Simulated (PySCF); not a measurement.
F2OS.
SMILES with atom numbers: `[O:1]=[S:2]([F:3])[F:4]`

Method: core-valence-separated Tamm–Dancoff BHandHLYP/aug-pcX-1 (def2-SVPD on S) in PySCF, non-relativistic, gas phase, PBE0-D3(BJ)/def2-SVP geometry.

Computed oxygen K-edge spectrum, Gaussian lines of 0.8 eV full width, highest printed point 100; it ends one width below the last computed root. BHandHLYP without relativity tends to put these K edges a few eV too low, so spacings mean more than positions.

(photon energy (eV), absorption): (529.8, 2), (530.0, 8), (530.2, 25), (530.4, 52), (530.6, 77), (530.8, 81), (531.0, 60), (531.2, 32), (531.4, 12), (531.6, 3), (531.8, 2), (532.0, 6), (532.2, 18), (532.4, 38), (532.6, 59), (532.8, 71), (533.0, 76), (533.2, 86), (533.4, 100), (533.6, 97), (533.8, 70), (534.0, 36), (534.2, 13), (534.4, 4), (534.6, 1), (534.8, 3), (535.0, 7), (535.2, 13), (535.4, 18), (535.6, 18), (535.8, 12), (536.0, 8), (536.2, 7), (536.4, 11), (536.6, 14), (536.8, 15), (537.0, 12), (537.2, 8), (537.4, 4), (537.6, 2)

**Question.** Where are the maxima, and which lines make them up?

**Answer.** 4 maxima:
- 530.7 eV: O1 (sulfinyl oxygen), 530.73 eV, f = 0.032, 100 % of the height at the exact maximum
- 533.5 eV: O1 (sulfinyl oxygen), 533.52 eV, f = 0.037, 94 % of the height at the exact maximum
- 535.5 eV: O1 (sulfinyl oxygen), 535.48 eV, f = 0.007, 100 % of the height at the exact maximum
- 536.7 eV: O1 (sulfinyl oxygen), 536.65 eV, f = 0.005, 76 % of the height at the exact maximum; O1 (sulfinyl oxygen), 537.10 eV, f = 0.001, 13 % of the height at the exact maximum

Further lines of some strength in the range: O1, 532.74 eV, f = 0.024.

Roots within 0.03 eV on the same or equivalent atoms count as one line; shares under 12 % aren't listed.

Vibrational structure and lifetime widths aren't in the curve. The ionisation threshold wasn't computed; near and above it a finite basis only mimics Rydberg series and continuum.

Hardware: Intel Xeon Platinum 8488C, one thread, no GPU, shared host with 192 logical CPUs at a one-minute load of 86. Cost: 4.2 s wall, 0.44 GiB resident at most.
